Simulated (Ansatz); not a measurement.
# C2H5NO: a ladder of functionals and wavefunction methods

Aim: compute C2H5NO with functionals from several rungs and with coupled cluster, and see how far each lands from CCSD(T) at the basis-set limit for the atomisation energy.

Method: functionals in def2-TZVPP, the program's frozen cores in correlated methods; program: Ansatz 0.2.0, Gaussian basis.

The runs, in order: LDA (SPW92), PBE-D4, revPBE-D4, BLYP-D4, r2SCAN-D4, B97M-V, PBE0-D4, B3LYP-D4, r2SCANh-D4, r2SCAN0-D4, HSE06-D4, BHLYP-D4, CAM-B3LYP-D4, LC-ωPBE, ωB97X-V, ωB97M-V, B2PLYP, PBE-QIDH; CCSD(T)/def2-SVP; CCSD(T)/def2-TZVPP; MP2/def2-QZVPP; extrapolation to the limit; RPA on PBE.

## Step 1: The geometry

All runs share one geometry, relaxed beforehand with PBE0-D4 in a triple-zeta def2 set.

SMILES `CC(=N)O`, 9 atoms, charge 0, spin multiplicity 1.

Atoms are counted from 1 here; the program's logs count them from 0.

Bond lengths: C1–C2 1.493 Å, C1–H5 1.092 Å, C1–H6 1.092 Å, C1–H7 1.088 Å, C2–N3 1.263 Å, C2–O4 1.346 Å, N3–H8 1.014 Å, O4–H9 0.967 Å. Angles: C2–C1–H5 109.8°, C2–C1–H6 109.8°, C2–C1–H7 111.1°, H5–C1–H6 107.2°, H5–C1–H7 109.4°, H6–C1–H7 109.4°, C1–C2–N3 129.2°, C1–C2–O4 111.4°, N3–C2–O4 119.4°, C2–N3–H8 111.4°, C2–O4–H9 106.0°.

## Step 2: LDA

This LDA is Slater exchange with PW92 correlation.

Input file in.yaml:

```yaml
crystal:
  periodic: [false, false, false]
  atoms:
    - {symbol: C, position_ang: [0.079451, 0.706682, -0.760317]}
    - {symbol: C, position_ang: [-0.076088, -0.293570, 0.337003]}
    - {symbol: N, position_ang: [0.749996, -1.151809, 0.758126]}
    - {symbol: O, position_ang: [-1.290979, -0.208779, 0.909636]}
    - {symbol: H, position_ang: [-0.686538, 0.543091, -1.521366]}
    - {symbol: H, position_ang: [-0.066322, 1.714579, -0.365939]}
    - {symbol: H, position_ang: [1.064190, 0.636948, -1.218351]}
    - {symbol: H, position_ang: [1.622116, -1.109447, 0.242415]}
    - {symbol: H, position_ang: [-1.307327, -0.883994, 1.601794]}
basis:
  gaussian: {orbitals: def2-TZVPP}
hamiltonian: {xc: lda}
output: {orbitals: {seedname: orbitals}}
```

Launch:

```console
> ansatz run in.yaml --threads 2 --pin off --events-out ev --progress --plain --max-ram 4352MiB
```

Further steps of the session: PBE-D4 (GGA); revPBE-D4 (GGA); BLYP-D4 (GGA); r2SCAN-D4 (meta-GGA); B97M-V (meta-GGA); B3LYP-D4 (hybrid); r2SCANh-D4 (hybrid); r2SCAN0-D4 (hybrid); HSE06-D4 (hybrid); BHLYP-D4 (hybrid); CAM-B3LYP-D4 (range-separated); LC-ωPBE (range-separated); ωB97X-V (range-separated); ωB97M-V (range-separated); B2PLYP (double hybrid); PBE-QIDH (double hybrid); CCSD(T) in def2-SVP; CCSD(T) in def2-TZVPP; MP2 in def2-QZVPP; RPA on PBE orbitals.

Before running them: what should the planned runs give, taken together? Wanted: atomisation energy, CCSD(T)/CBS; farthest beyond LDA; mean size of error, GGA; mean size of error, meta-GGA; mean size of error, hybrid; mean size of error, range-separated; mean size of error, double hybrid; gap, smallest and largest; T1 diagnostic.

The runs gave:

```
                               quantity                                          value
        atomisation energy, CCSD(T)/CBS                                  3584.7 kJ/mol
 functionals within 17.9 kJ/mol (0.5 %)  r2SCAN-D4, B97M-V, B3LYP-D4, LC-ωPBE, ωB97X-V
                    farthest beyond LDA                       BHLYP-D4 (-132.4 kJ/mol)
                mean size of error, GGA                                    58.6 kJ/mol
           mean size of error, meta-GGA                                     6.8 kJ/mol
             mean size of error, hybrid                                    47.5 kJ/mol
    mean size of error, range-separated                                    15.8 kJ/mol
      mean size of error, double hybrid                                    26.3 kJ/mol
              gap, smallest and largest      5.87 eV (LDA (SPW92)), 13.82 eV (LC-ωPBE)
                          T1 diagnostic                                         0.0129
triples share of the correlation energy                                          4.0 %
```

In words: LDA overbinds by 595.6 kJ/mol (17 %). PBE-D4 misses by +122.8 kJ/mol. Double hybrids carry the basis error of their MP2 part in triple zeta, and no dispersion term here, so their miss is partly the set-up's. The rungs meta-GGA, range-separated miss on average by less than the doubt on the reference (17.9 kJ/mol), so they tie. The reference freezes the cores and leaves out relativity and excitations past (T), so misses under about 17.9 kJ/mol can't be ranked. Hartree-Fock recovers 69 % of the binding; the rest is correlation. CCSD(T) in def2-SVP is off by -193.4 kJ/mol, so the small basis spoils what the method gains. Orbital gaps span 5.9 to 13.8 eV; exact exchange widens them.
